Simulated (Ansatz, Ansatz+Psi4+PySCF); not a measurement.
| atom | x (Å) | y (Å) | z (Å) |
| --- | --- | --- | --- |
| C | 0.0000 | 0.0000 | 0.0000 |
| O | 0.0000 | 0.0000 | 1.1287 |
| O | 0.0000 | 0.0000 | -1.1287 |

Basis set: cc-pVTZ (spherical functions). Frozen core: 3 orbitals. Charge 0, multiplicity 1.

Computed with Ansatz (development build ahead of 0.2.0); each method stands on the lowest determinant of its kind that the runs found. Restricted open shells among the atoms or ions are ROHF, correlated in semicanonical orbitals with singles.

Task: Give the atomization energy at this shape (free ground-state atoms in the same class of orbitals less the molecule, no zero-point energy) of singlet CO₂ by RHF-CCSD(T), RHF-MP2, RHF.

Result:

| method | atomization energy |
| --- | --- |
| RHF-CCSD(T) | 16.13 eV |
| RHF-MP2 | 17.22 eV |
| RHF | 11.20 eV |

Caution: the shape is not the minimum.
